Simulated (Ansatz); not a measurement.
# SiF+ (triplet): from Hartree-Fock to the top rungs at distance Si1–F2 = 2.485 Å, 6-31G

An exercise on one series of results from a longer session: the logs are not shown, and one member is left open.

Method: 6-31G, core rule «outside noble gas», up to 6 orbitals frozen; program: Ansatz 0.2.0, Gaussian basis.

To be run: UHF; CCSD(T) on ROHF; CCSD(T) on UHF; BCCD(T) on ROHF; CISD; CCSDT(Q) on ROHF; CCSDT(Q) on UHF; CISDTQ; CCSDTQ on ROHF; CCSDTQ on UHF; CASSCF and MRCISD+Q, 4 electrons in 4 orbitals; CASSCF and NEVPT2, 4 electrons in 4 orbitals; CASSCF and MRCISD+Q, 10 electrons in 8 orbitals; CASSCF and MRCISD+Q(relaxed), 10 electrons in 8 orbitals; CASSCF and NEVPT2, 10 electrons in 8 orbitals; Full CI.

29 further runs of the same task are left out: 9 for a known fault of the program, 14 that didn't finish, 6 set aside as unsound or not needed.

### What is computed

The geometry derives from a PBE0/def2-TZVP stationary point (not a proven minimum). One bond is set to the value named and the two fragments are kept rigid.

2 atoms, charge 1, spin multiplicity 3.

Atoms are counted from 1 here; the program's logs count them from 0.

No contacts short enough for the rule that draws bonds.

The first run:

File in.yaml:

```yaml
crystal:
  periodic: [false, false, false]
  atoms:
    - {symbol: Si, position_ang: [0.000000, 0.000000, 0.000000]}
    - {symbol: F, position_ang: [0.000000, 0.000000, 2.485000]}
basis:
  gaussian: {orbitals: 6-31G}
total_charge: 1
magnetization: {spin_polarized: true, initial_magnetization: 2}
hamiltonian: {xc: hf}
output: {orbitals: {seedname: orbitals}}
```

Run with:

```console
ansatz run in.yaml --threads 1 --pin off --events-out ev --progress --plain --max-ram 2393MiB
```

Steps of the session up to this table: UHF; CCSD(T) on ROHF; CCSD(T) on UHF; BCCD(T) on ROHF; CISD; CCSDT(Q) on ROHF; CCSDT(Q) on UHF; CISDTQ; CCSDTQ on ROHF; CCSDTQ on UHF; CASSCF and MRCISD+Q, 4 electrons in 4 orbitals; CASSCF and NEVPT2, 4 electrons in 4 orbitals; CASSCF and MRCISD+Q, 10 electrons in 8 orbitals; CASSCF and MRCISD+Q(relaxed), 10 electrons in 8 orbitals; CASSCF and NEVPT2, 10 electrons in 8 orbitals; Full CI.

One table of the session follows, with a row left open; its other results are not shown here.

| method | from FCI (kcal/mol) |
| --- | --- |
| ROHF | +75.75 |
| UHF | +75.24 |
| RMP2 | +12.96 |
| UMP2 | ? |
| CISD | +4.51 |
| RCCSD | +1.30 |
| UCCSD | +1.29 |
| RCCSD(T) | +0.76 |
| UCCSD(T) | +0.75 |
| BCCD(T) | +0.75 |
| RCCSDT | +0.31 |
| UCCSDT | +0.30 |
| CISDTQ | +0.57 |
| RCCSDT(Q) | +0.11 |
| UCCSDT(Q) | +0.09 |
| RCCSDTQ | +0.03 |
| UCCSDTQ | +0.02 |
| FCI | 0 |

**Question.** Estimate the row for UMP2.

**Answer.** from FCI (kcal/mol): +12.77. In the column «from FCI (kcal/mol)» it lies between CISD (+4.51) and RMP2 (+12.96).

Left out of the table: CASSCF pair, NEVPT2 pair, MRCISD pair, MRCISD+Q pair, CASSCF valence, NEVPT2 valence, MRCISD valence, MRCISD+Q valence (the active space lost an orbital or holds another state than full CI finds).

Caveats from the session: Left out of the table: MRCISD+Q(relaxed) valence (another determinant or state than the rows shown). The program flags RCCSDTQ, UCCSDTQ as in doubt, so those rows may rest on another solution; read them beside their warnings. Levels on UHF freeze UHF's core orbitals, full CI those of ROHF, so the U rows can settle a little off it for that reason alone. Restricted and unrestricted rows rest on different reference determinants; where their highest levels disagree by more than a few hundredths of an eV, they describe different states and don't form one ladder.
